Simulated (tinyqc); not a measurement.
UHF in the sto-3g basis, for OH-, spin multiplicity 1, step by step (part 1 of 2). The basis has no diffuse functions, so it cannot describe the extra electron: this is an exercise in the method, not the real anion. This run ends on a higher stationary point, not on the lowest solution. Computed by tinyqc, a small Python program that keeps every step (integrals from PySCF). Settings: charge = -1, multiplicity = 1, basis = sto-3g, energy threshold = 1e-08, iteration cap = 81, orthogonalisation = symmetric, start = core, DIIS depth = 3, damping = 0.2, shift = 0.5, method = UHF, break = 0.4. Command: `OMP_NUM_THREADS=1 python tinyqc.py 28576 28577 out.jsonl` (the two numbers bound the seeds that draw the settings). One thread of a shared host (Intel(R) Xeon(R) Processor @ 2.60GHz), about 0.2 s of CPU time with the checks. Later iterations appear only in the table of the cycle.

## One-electron integrals

Geometry (angstrom):
```
atom         x         y         z
O     0.000000  0.000000  0.000000
H     0.000000  0.000000  1.922000
```

Basis sto-3g: exponents (1/bohr^2) and contraction coefficients of normalised primitives:
```
element  l (shell)    exponent  coefficient
O            s (1)  130.709320     0.154329
O            s (1)   23.808861     0.535328
O            s (1)    6.443608     0.444635
O            s (2)    5.033151    -0.099967
O            s (2)    1.169596     0.399513
O            s (2)    0.380389     0.700115
O            p (3)    5.033151     0.155916
O            p (3)    1.169596     0.607684
O            p (3)    0.380389     0.391957
H            s (1)    3.425251     0.154329
H            s (1)    0.623914     0.535328
H            s (1)    0.168855     0.444635
```

Overlap, kinetic and nuclear-attraction integrals over the contracted functions; the nuclear repulsion is the sum of Za Zb / Rab.

nuclear repulsion = 2.20261066 hartree

overlap S, lower triangle:
```
           1O 1s     1O 2s    1O 2px    1O 2py    1O 2pz     2H 1s
1O 1s   1.000000
1O 2s   0.236704  1.000000
1O 2px  0.000000  0.000000  1.000000
1O 2py  0.000000  0.000000  0.000000  1.000000
1O 2pz  0.000000  0.000000  0.000000  0.000000  1.000000
2H 1s   0.005997  0.088958  0.000000  0.000000  0.096941  1.000000
```

kinetic energy T (hartree), lower triangle:
```
            1O 1s      1O 2s    1O 2px    1O 2py     1O 2pz     2H 1s
1O 1s   29.003200
1O 2s   -0.168011   0.808128
1O 2px   0.000000   0.000000  2.528731
1O 2py   0.000000   0.000000  0.000000  2.528731
1O 2pz   0.000000   0.000000  0.000000  0.000000   2.528731
2H 1s   -0.001867  -0.018234  0.000000  0.000000  -0.004585  0.760032
```

nuclear attraction V (hartree), lower triangle:
```
             1O 1s      1O 2s     1O 2px     1O 2py     1O 2pz      2H 1s
1O 1s   -60.893781
1O 2s    -7.248250  -9.327244
1O 2px    0.000000   0.000000  -9.248581
1O 2py    0.000000   0.000000   0.000000  -9.248581
1O 2pz   -0.003850  -0.048601   0.000000   0.000000  -9.267175
2H 1s    -0.187755  -0.532208   0.000000   0.000000  -0.485421  -3.427986
```

core Hamiltonian H = T + V (hartree), lower triangle:
```
             1O 1s      1O 2s     1O 2px     1O 2py     1O 2pz      2H 1s
1O 1s   -31.890581
1O 2s    -7.416261  -8.519116
1O 2px    0.000000   0.000000  -6.719849
1O 2py    0.000000   0.000000   0.000000  -6.719849
1O 2pz   -0.003850  -0.048601   0.000000   0.000000  -6.738443
2H 1s    -0.189622  -0.550442   0.000000   0.000000  -0.490006  -2.667954
```

## Two-electron integrals

Functions are numbered as in S; the eight-fold symmetry (ij|kl) = (ji|kl) = (kl|ij) leaves the list below.

Two-electron integrals (ij|kl) in chemists' order, unique and non-zero (hartree):
```
(11|11) 4.785065   (21|11) 0.741380   (21|21) 0.136873   (22|11) 1.118947
(22|21) 0.256633   (22|22) 0.817206   (31|31) 0.024477   (32|31) 0.037809
(32|32) 0.180518   (33|11) 1.115814   (33|21) 0.256684   (33|22) 0.817023
(33|33) 0.880159   (41|41) 0.024477   (42|41) 0.037809   (42|42) 0.180518
(43|43) 0.047444   (44|11) 1.115814   (44|21) 0.256684   (44|22) 0.817023
(44|33) 0.785270   (44|44) 0.880159   (51|51) 0.024477   (52|51) 0.037809
(52|52) 0.180518   (53|53) 0.047444   (54|54) 0.047444   (55|11) 1.115814
(55|21) 0.256684   (55|22) 0.817023   (55|33) 0.785270   (55|44) 0.785270
(55|55) 0.880159   (61|11) 0.018982   (61|21) 0.003479   (61|22) 0.006496
(61|33) 0.006486   (61|44) 0.006486   (61|51) 0.000156   (61|52) 0.000296
(61|55) 0.006515   (61|61) 0.000090   (62|11) 0.061239   (62|21) 0.014289
(62|22) 0.052549   (62|33) 0.051668   (62|44) 0.051668   (62|51) 0.001063
(62|52) 0.009166   (62|55) 0.054260   (62|61) 0.000371   (62|62) 0.004865
(63|31) 0.001293   (63|32) 0.008248   (63|53) 0.001823   (63|63) 0.000613
(64|41) 0.001293   (64|42) 0.008248   (64|54) 0.001823   (64|64) 0.000613
(65|11) 0.053746   (65|21) 0.012674   (65|22) 0.049729   (65|33) 0.047843
(65|44) 0.047843   (65|51) 0.001987   (65|52) 0.015314   (65|55) 0.053447
(65|61) 0.000338   (65|62) 0.005570   (65|65) 0.006886   (66|11) 0.275162
(66|21) 0.065126   (66|22) 0.274695   (66|33) 0.268833   (66|44) 0.268833
(66|51) 0.003823   (66|52) 0.047733   (66|55) 0.286360   (66|61) 0.001684
(66|62) 0.036642   (66|65) 0.048758   (66|66) 0.774606
```

## Orthogonalisation

S = U s U^T; symmetric (Loewdin) form X = U s^(-1/2) U^T, so that X^T S X = 1.

eigenvalues of S: 0.746674  0.907965  1.000000  1.000000  1.087622  1.257739

X, lower triangle:
```
            1O 1s      1O 2s    1O 2px    1O 2py     1O 2pz     2H 1s
1O 1s    1.021973
1O 2s   -0.123112   1.025094
1O 2px   0.000000   0.000000  1.000000
1O 2py   0.000000   0.000000  0.000000  1.000000
1O 2pz  -0.000447   0.003371  0.000000  0.000000   1.003570
2H 1s    0.005199  -0.046062  0.000000  0.000000  -0.049007  1.006635
```

## Starting guess

The start is the orbitals of the core Hamiltonian, with HOMO and LUMO mixed by +/-0.4 rad for the two spins; D(s) = C_occ C_occ^T for each spin.

D(alpha) at the start, lower triangle:
```
            1O 1s      1O 2s     1O 2px     1O 2py     1O 2pz     2H 1s
1O 1s    1.059547
1O 2s   -0.251780   1.064648
1O 2px   0.001685  -0.012164   0.957227
1O 2py   0.002689  -0.019407  -0.068241   0.891127
1O 2pz  -0.001148   0.006071  -0.010827  -0.017274   1.006825
2H 1s    0.008676  -0.039802   0.191945   0.306233  -0.050085  0.156510
```

D(beta) at the start, lower triangle:
```
            1O 1s      1O 2s     1O 2px     1O 2py     1O 2pz     2H 1s
1O 1s    1.059547
1O 2s   -0.251780   1.064648
1O 2px  -0.001685   0.012164   0.957227
1O 2py  -0.002689   0.019407  -0.068241   0.891127
1O 2pz  -0.001148   0.006071   0.010827   0.017274   1.006825
2H 1s    0.008676  -0.039802  -0.191945  -0.306233  -0.050085  0.156510
```

## Iteration 1: building the Fock matrix

J_ij = sum D_kl (ij|kl) with D = D(alpha) + D(beta), K_ij = sum D_kl (ik|jl) for each spin; F = H + J - K(s); E = tr D H + tr D J / 2 - 0.5 sum_s tr D(s) K(s) + E_nn.

Coulomb J (hartree), lower triangle:
```
            1O 1s     1O 2s     1O 2px    1O 2py    1O 2pz     2H 1s
1O 1s   18.213880
1O 2s    3.461105  8.586138
1O 2px   0.000000  0.000000   8.578083
1O 2py   0.000000  0.000000  -0.012951  8.565538
1O 2pz   0.001441  0.014634   0.000000  0.000000  8.591447
2H 1s    0.088059  0.537344   0.000000  0.000000  0.504870  2.900900
```

exchange K(alpha) (hartree), lower triangle:
```
            1O 1s      1O 2s     1O 2px    1O 2py    1O 2pz     2H 1s
1O 1s    4.912332
1O 2s    0.850236   1.397151
1O 2px  -0.000167  -0.000138   1.130923
1O 2py  -0.000267  -0.000220  -0.056826  1.075880
1O 2pz   0.000058   0.000880   0.000517  0.000825  1.167484
2H 1s    0.023278   0.077913   0.050465  0.080513  0.058035  0.126682
```

exchange K(beta) (hartree), lower triangle:
```
           1O 1s     1O 2s     1O 2px     1O 2py    1O 2pz     2H 1s
1O 1s   4.912332
1O 2s   0.850236  1.397151
1O 2px  0.000167  0.000138   1.130923
1O 2py  0.000267  0.000220  -0.056826   1.075880
1O 2pz  0.000058  0.000880  -0.000517  -0.000825  1.167484
2H 1s   0.023278  0.077913  -0.050465  -0.080513  0.058035  0.126682
```

F(alpha) (hartree), lower triangle:
```
             1O 1s      1O 2s     1O 2px     1O 2py     1O 2pz     2H 1s
1O 1s   -18.589034
1O 2s    -4.805392  -1.330129
1O 2px    0.000167   0.000138   0.727311
1O 2py    0.000267   0.000220   0.043875   0.769809
1O 2pz   -0.002467  -0.034847  -0.000517  -0.000825   0.685520
2H 1s    -0.124841  -0.091011  -0.050465  -0.080513  -0.043171  0.106265
```

F(beta) (hartree), lower triangle:
```
             1O 1s      1O 2s    1O 2px    1O 2py     1O 2pz     2H 1s
1O 1s   -18.589034
1O 2s    -4.805392  -1.330129
1O 2px   -0.000167  -0.000138  0.727311
1O 2py   -0.000267  -0.000220  0.043875  0.769809
1O 2pz   -0.002467  -0.034847  0.000517  0.000825   0.685520
2H 1s    -0.124841  -0.091011  0.050465  0.080513  -0.043171  0.106265
```

total energy of this density = -73.12480355 hartree

This density is the starting one.

## Iteration 1: diagonalisation and new density

A level shift of 0.5 hartree raises the virtual space: F + shift (S - S D(s) S), with D(s) the density of one spin. Diagonalise F' = X^T F X, C = X C', fill 5 alpha and 5 beta electrons from the bottom; D(s) = C_occ C_occ^T; the new density keeps 0.2 of the old one (damping). Each column has its largest component positive (the first on a tie).

F' = X^T F X (alpha) (hartree), lower triangle:
```
            1          2          3          4          5         6
1  -18.227104
2   -2.595434  -0.459264
3   -0.000251   0.004078   0.748697
4   -0.000400   0.006506   0.077995   0.824245
5   -0.000871  -0.028520   0.002693   0.004297   0.694737
6    0.006998  -0.067584  -0.146009  -0.232945  -0.084719  0.543565
```

orbital energies (alpha) (hartree): MO1 -18.598472, MO2 -0.097467, MO3 0.379774, MO4 0.699810, MO5 0.704744, MO6 1.036487

coefficients C (alpha):
```
              MO1        MO2        MO3        MO4        MO5        MO6
1O 1s    0.994232  -0.263614   0.038224   0.000000   0.005721  -0.011373
1O 2s    0.023321   1.017322  -0.170208   0.000000  -0.018393   0.057541
1O 2px  -0.000016   0.014175   0.250588   0.847314  -0.117880   0.452955
1O 2py  -0.000025   0.022615   0.399793  -0.531092  -0.188068   0.722652
1O 2pz   0.000284   0.045641   0.167628   0.000000   0.976619   0.159997
2H 1s   -0.001251   0.075300   0.848322   0.000000  -0.165818  -0.514827
```

F' = X^T F X (beta) (hartree), lower triangle:
```
            1          2          3          4          5         6
1  -18.227104
2   -2.595434  -0.459264
3    0.000251  -0.004078   0.748697
4    0.000400  -0.006506   0.077995   0.824245
5   -0.000871  -0.028520  -0.002693  -0.004297   0.694737
6    0.006998  -0.067584   0.146009   0.232945  -0.084719  0.543565
```

orbital energies (beta) (hartree): MO1 -18.598472, MO2 -0.097467, MO3 0.379774, MO4 0.699810, MO5 0.704744, MO6 1.036487

coefficients C (beta):
```
              MO1        MO2        MO3        MO4        MO5        MO6
1O 1s    0.994232  -0.263614   0.038224   0.000000   0.005721   0.011373
1O 2s    0.023321   1.017322  -0.170208   0.000000  -0.018393  -0.057541
1O 2px   0.000016  -0.014175  -0.250588   0.847314   0.117880   0.452955
1O 2py   0.000025  -0.022615  -0.399793  -0.531092   0.188068   0.722652
1O 2pz   0.000284   0.045641   0.167628   0.000000   0.976619  -0.159997
2H 1s   -0.001251   0.075300   0.848322   0.000000  -0.165818   0.514827
```

D(alpha) after iteration 1, lower triangle:
```
            1O 1s      1O 2s     1O 2px     1O 2py     1O 2pz     2H 1s
1O 1s    1.059497
1O 2s   -0.251640   1.064767
1O 2px   0.004458  -0.023284   0.827311
1O 2py   0.007113  -0.037147  -0.275511   0.560445
1O 2pz  -0.000033   0.001169  -0.060143  -0.095952   0.988538
2H 1s    0.010042  -0.059774   0.224944   0.358879  -0.023059  0.633556
```

D(beta) after iteration 1, lower triangle:
```
            1O 1s      1O 2s     1O 2px     1O 2py     1O 2pz     2H 1s
1O 1s    1.059497
1O 2s   -0.251640   1.064767
1O 2px  -0.004458   0.023284   0.827311
1O 2py  -0.007113   0.037147  -0.275511   0.560445
1O 2pz  -0.000033   0.001169   0.060143   0.095952   0.988538
2H 1s    0.010042  -0.059774  -0.224944  -0.358879  -0.023059  0.633556
```

## Iteration 2: building the Fock matrix

As before.

Coulomb J (hartree), lower triangle:
```
            1O 1s     1O 2s     1O 2px    1O 2py    1O 2pz     2H 1s
1O 1s   17.408940
1O 2s    3.277708  8.067143
1O 2px   0.000000  0.000000   8.059117
1O 2py   0.000000  0.000000  -0.052286  8.008472
1O 2pz   0.004587  0.057730   0.000000  0.000000  8.110788
2H 1s    0.083456  0.522778   0.000000  0.000000  0.505387  3.383334
```

exchange K(alpha) (hartree), lower triangle:
```
            1O 1s      1O 2s     1O 2px     1O 2py    1O 2pz     2H 1s
1O 1s    4.900558
1O 2s    0.832186   1.311622
1O 2px  -0.000023  -0.008436   1.000115
1O 2py  -0.000037  -0.013459  -0.229422   0.777892
1O 2pz   0.000091  -0.000301  -0.038909  -0.062077  1.135134
2H 1s    0.022632   0.086995   0.056263   0.089763  0.086014  0.496920
```

exchange K(beta) (hartree), lower triangle:
```
           1O 1s      1O 2s     1O 2px     1O 2py    1O 2pz     2H 1s
1O 1s   4.900558
1O 2s   0.832186   1.311622
1O 2px  0.000023   0.008436   1.000115
1O 2py  0.000037   0.013459  -0.229422   0.777892
1O 2pz  0.000091  -0.000301   0.038909   0.062077  1.135134
2H 1s   0.022632   0.086995  -0.056263  -0.089763  0.086014  0.496920
```

F(alpha) (hartree), lower triangle:
```
             1O 1s      1O 2s     1O 2px     1O 2py     1O 2pz     2H 1s
1O 1s   -19.382198
1O 2s    -4.970739  -1.763595
1O 2px    0.000023   0.008436   0.339153
1O 2py    0.000037   0.013459   0.177136   0.510731
1O 2pz    0.000646   0.009430   0.038909   0.062077   0.237210
2H 1s    -0.128798  -0.114659  -0.056263  -0.089763  -0.070634  0.218461
```

F(beta) (hartree), lower triangle:
```
             1O 1s      1O 2s     1O 2px     1O 2py     1O 2pz     2H 1s
1O 1s   -19.382198
1O 2s    -4.970739  -1.763595
1O 2px   -0.000023  -0.008436   0.339153
1O 2py   -0.000037  -0.013459   0.177136   0.510731
1O 2pz    0.000646   0.009430  -0.038909  -0.062077   0.237210
2H 1s    -0.128798  -0.114659   0.056263   0.089763  -0.070634  0.218461
```

total energy of this density = -73.67903646 hartree

This density is a damped mixture and is not idempotent.

## Iteration 2: DIIS over 2 matrices

error matrix X^T (FDS - SDF) X (alpha):
```
           1          2          3          4          5          6
1   0.000000   0.000007   0.001139   0.001817  -0.000125  -0.004837
2  -0.000007   0.000000  -0.008465  -0.013506  -0.000192   0.021424
3  -0.001139   0.008465   0.000000   0.000000   0.024374   0.067776
4  -0.001817   0.013506   0.000000   0.000000   0.038886   0.108131
5   0.000125   0.000192  -0.024374  -0.038886   0.000000   0.056940
6   0.004837  -0.021424  -0.067776  -0.108131  -0.056940   0.000000
```

B (overlaps of the stored error matrices):
```
               1              2
1  4.1859495e-01  1.8519108e-01
2  1.8519108e-01  8.9501225e-02
```

Minimise |sum c_i e_i|^2 with sum c_i = 1: solve [B -1; -1 0][c; lambda] = [0; -1] with B_ij = tr e_i^T e_j summed over both spins, and take F = sum c_i F_i.

DIIS coefficients: -0.694845  1.694845

extrapolated F(alpha) (hartree), lower triangle:
```
             1O 1s      1O 2s     1O 2px     1O 2py     1O 2pz     2H 1s
1O 1s   -19.933325
1O 2s    -5.085629  -2.064787
1O 2px   -0.000077   0.014202   0.069443
1O 2py   -0.000122   0.022658   0.269732   0.330712
1O 2pz    0.002810   0.040196   0.066305   0.105784  -0.074295
2H 1s    -0.131548  -0.131091  -0.060291  -0.096189  -0.089716  0.296419
```

extrapolated F(beta) (hartree), lower triangle:
```
             1O 1s      1O 2s     1O 2px     1O 2py     1O 2pz     2H 1s
1O 1s   -19.933325
1O 2s    -5.085629  -2.064787
1O 2px    0.000077  -0.014202   0.069443
1O 2py    0.000122  -0.022658   0.269732   0.330712
1O 2pz    0.002810   0.040196  -0.066305  -0.105784  -0.074295
2H 1s    -0.131548  -0.131091   0.060291   0.096189  -0.089716  0.296419
```

## Iteration 2: diagonalisation and new density

As before.

F' = X^T F X (alpha) (hartree), lower triangle:
```
            1          2          3          4          5         6
1  -19.571744
2   -2.631678  -1.175942
3   -0.003030   0.023787   0.155788
4   -0.004835   0.037951   0.407488   0.550489
5   -0.004895   0.049367   0.094103   0.150134  -0.057729
6    0.008754  -0.089156  -0.174841  -0.278944  -0.131929  0.503670
```

orbital energies (alpha) (hartree): MO1 -19.940824, MO2 -0.815301, MO3 -0.100493, MO4 -0.099624, MO5 0.295530, MO6 1.065243

coefficients C (alpha):
```
              MO1        MO2        MO3        MO4        MO5        MO6
1O 1s    0.994971  -0.262687  -0.010589   0.000000   0.016474  -0.016062
1O 2s    0.020445   1.025989   0.039609   0.000000  -0.086430   0.077440
1O 2px  -0.000013  -0.005233  -0.075175   0.847314   0.293955   0.435857
1O 2py  -0.000020  -0.008348  -0.119936  -0.531092   0.468980   0.695373
1O 2pz  -0.000083  -0.052212   0.975344   0.000000  -0.080126   0.221637
2H 1s   -0.001062   0.016716   0.093800   0.000000   0.840219  -0.550289
```

F' = X^T F X (beta) (hartree), lower triangle:
```
            1          2          3          4          5         6
1  -19.571744
2   -2.631678  -1.175942
3    0.003030  -0.023787   0.155788
4    0.004835  -0.037951   0.407488   0.550489
5   -0.004895   0.049367  -0.094103  -0.150134  -0.057729
6    0.008754  -0.089156   0.174841   0.278944  -0.131929  0.503670
```

orbital energies (beta) (hartree): MO1 -19.940824, MO2 -0.815301, MO3 -0.100493, MO4 -0.099624, MO5 0.295530, MO6 1.065243

coefficients C (beta):
```
              MO1        MO2        MO3        MO4        MO5        MO6
1O 1s    0.994971  -0.262687  -0.010589   0.000000   0.016474   0.016062
1O 2s    0.020445   1.025989   0.039609   0.000000  -0.086430  -0.077440
1O 2px   0.000013   0.005233   0.075175   0.847314  -0.293955   0.435857
1O 2py   0.000020   0.008348   0.119936  -0.531092  -0.468980   0.695373
1O 2pz  -0.000083  -0.052212   0.975344   0.000000  -0.080126  -0.221637
2H 1s   -0.001062   0.016716   0.093800   0.000000   0.840219   0.550289
```

D(alpha) after iteration 2, lower triangle:
```
            1O 1s      1O 2s     1O 2px     1O 2py    1O 2pz     2H 1s
1O 1s    1.059384
1O 2s   -0.251140   1.062642
1O 2px   0.006492  -0.031659   0.813485
1O 2py   0.010358  -0.050509  -0.297569   0.525254
1O 2pz   0.001582  -0.006177  -0.089310  -0.142487  0.966062
2H 1s    0.007929  -0.053375   0.236867   0.377901  0.014022  0.698748
```

D(beta) after iteration 2, lower triangle:
```
            1O 1s      1O 2s     1O 2px     1O 2py    1O 2pz     2H 1s
1O 1s    1.059384
1O 2s   -0.251140   1.062642
1O 2px  -0.006492   0.031659   0.813485
1O 2py  -0.010358   0.050509  -0.297569   0.525254
1O 2pz   0.001582  -0.006177   0.089310   0.142487  0.966062
2H 1s    0.007929  -0.053375  -0.236867  -0.377901  0.014022  0.698748
```
